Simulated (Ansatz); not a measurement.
# AlClO (quintet): wave-function methods side by side, cc-pVDZ

One table from this session's results is given with a row withheld; the runs are named, their logs left out.

The runs use Ansatz 0.2.0, Gaussian basis; cc-pVDZ, core rule «outside noble gas», up to 11 orbitals frozen.

Plan: UHF; CCSD(T) on ROHF; CCSD(T) on UHF; BCCD(T) on ROHF; CISD; CCSDT(Q) on ROHF; CCSDT(Q) on UHF.

36 further runs of the same task are left out: 11 for a known fault of the program, 12 that didn't finish, 13 set aside as unsound or not needed.

## The geometry

The geometry is a PBE0/def2-TZVP stationary point (not a proven minimum) of the parent state, kept for this charge and spin.

3 atoms, charge 0, spin multiplicity 5.

Atoms are counted from 1 here; the program's logs count them from 0.

Bond lengths: Al1–O2 1.750 Å, Al1–Cl3 2.102 Å. Angles: O2–Al1–Cl3 112.3°.

The first run:

File in.yaml:

```yaml
crystal:
  periodic: [false, false, false]
  atoms:
    - {symbol: Al, position_ang: [0.000000, -0.618067, 0.625527]}
    - {symbol: O, position_ang: [0.000000, 0.622582, 1.860209]}
    - {symbol: Cl, position_ang: [0.000000, 0.189419, -1.315542]}
basis:
  gaussian: {orbitals: cc-pVDZ}
magnetization: {spin_polarized: true, initial_magnetization: 4}
hamiltonian: {xc: hf}
output: {orbitals: {seedname: orbitals}}
```

The run is started by

```sh
$ ansatz run in.yaml --threads 1 --pin off --events-out ev --progress --plain --max-ram 2393MiB
```

Steps of the session up to this table: UHF; CCSD(T) on ROHF; CCSD(T) on UHF; BCCD(T) on ROHF; CISD; CCSDT(Q) on ROHF; CCSDT(Q) on UHF.

One table of the session follows, with a row left open; its other results are not shown here.

It belongs to the step «Misses and costs». 

```
   method  from RCCSDT(Q) (kcal/mol)
     ROHF                    +198.01
      UHF                    +193.94
     RMP2                     +28.19
     UMP2                     +27.99
     CISD                          ?
    RCCSD                      +6.63
    UCCSD                      +6.57
 RCCSD(T)                      +2.36
 UCCSD(T)                      +2.35
  BCCD(T)                      +2.32
   RCCSDT                      +0.79
   UCCSDT                      +0.77
RCCSDT(Q)                          0
UCCSDT(Q)                      -0.28
```

**Question.** Estimate the row for CISD.

As computed: from RCCSDT(Q) (kcal/mol): +22.46. In the column «from RCCSDT(Q) (kcal/mol)» it lies between RCCSD (+6.63) and UMP2 (+27.99).

Limits of these values: Restricted and unrestricted rows rest on different reference determinants; where their highest levels disagree by more than a few hundredths of an eV, they describe different states and don't form one ladder.
